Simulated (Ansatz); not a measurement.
## Worked example: building the atomization energy of NH3, singlet

Measured: the G2/97 heats of formation, with zero-point and thermal terms from B3LYP taken off, give an electronic atomization energy of 298.0 kcal/mol (Curtiss et al., J. Chem. Phys. 106, 1063 (1997); Staroverov et al., J. Chem. Phys. 119, 12129 (2003)). The calculation below tries to reproduce it.

Geometry (MP2(full)/6-31G*, from the G2/97 set):

```xyz
4

N     0.0000    0.0000    0.0689
H     0.0000    0.9397   -0.3194
H     0.8138   -0.4699   -0.3194
H    -0.8138   -0.4699   -0.3194
```

Atomization energies (atoms less molecule, kcal/mol) from Ansatz 0.2.0, frozen cores, restricted molecule, unrestricted atoms (their steps beyond CCSDT(Q) from restricted open-shell runs), sets cc-pVDZ, cc-pVTZ, cc-pVQZ:

```csv
level,DZ,TZ,QZ
HF,192.35,199.16,200.26
CCSD(T),267.27,288.03,293.89
CCSDT,267.36,287.96,293.77
CCSDT(Q),267.55,288.13,293.96
CCSDTQ,267.53,–,–
full CI,267.58,–,–
```

Task: Extrapolate Hartree–Fock with exp(−5.46 √X) and the CCSD(T) correlation part with X⁻³ (X = 3, 4), add each higher step from the largest set that has it, and compare with the measured value.

Result: Hartree–Fock: 200.26 + (200.26 − 199.16) × 0.301 = 200.59.
Correlation: TZ 88.87, QZ 93.63; (64 × 93.63 − 27 × 88.87) / 37 = 97.10.
Full triples (QZ): 293.77 − 293.89 = -0.12.
(Q) (QZ): 293.96 − 293.77 = 0.19.
Full quadruples (DZ): 267.53 − 267.55 = -0.02.
Full CI (DZ): 267.58 − 267.53 = 0.05.
Sum: 297.8 kcal/mol, 0.2 below the measured 298.0.

The steps beyond CCSD(T) add 0.10 kcal/mol, while going from QZ to the limit adds 3.80. Core correlation, scalar relativity, spin–orbit terms and the relaxation from this MP2 geometry are missing from the sum, and the measured value has its own uncertainty.
